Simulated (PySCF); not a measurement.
System (SMILES): OO (H2O2).
Geometry (B3LYP-D3(BJ)/def2-TZVP, fixed):
```xyz
4

O      0.0155     0.7238    -0.0702
O     -0.0112    -0.7261    -0.0419
H      0.8057     0.8967     0.4614
H     -0.8394    -0.8786     0.4355
```
Charge 0, spin multiplicity 1.

Basis-set convergence of the lowest singlet excitation energy at CAM-B3LYP with PySCF. Tamm-Dancoff approximation; the state is taken by its order, and sets in which it differs in degeneracy or brightness are left out, yet its character can still change. All functions are spherical. Density fitting with generated auxiliary sets. No added dispersion term, no relativity. Reference: the value in d-aug-cc-pVTZ, 5.907 eV, itself unsure by roughly 0.004 eV (its mean distance from aug-pcseg-2, aug-cc-pVTZ). Deviations are taken from unrounded values. Cost is core time over that of aug-cc-pVDZ, rough, on shared machines of one kind.

```csv
basis,functions,lowest singlet excitation energy (eV),minus reference (eV),cost
aug-cc-pVDZ,64,5.852,-0.055,1×
d-aug-cc-pVDZ,90,5.851,-0.056,2×
def2-TZVPD,98,5.907,0.000,2×
jun-cc-pV(T+d)Z,106,5.915,0.008,3×
aug-cc-pVTZ,138,5.908,0.000,4×
aug-pcseg-2,138,5.914,0.007,7×
pcseg-3,186,5.935,0.028,8×
d-aug-cc-pVTZ,188,5.907,0.000,10×
def2-QZVPPD,198,5.912,0.005,10×
```
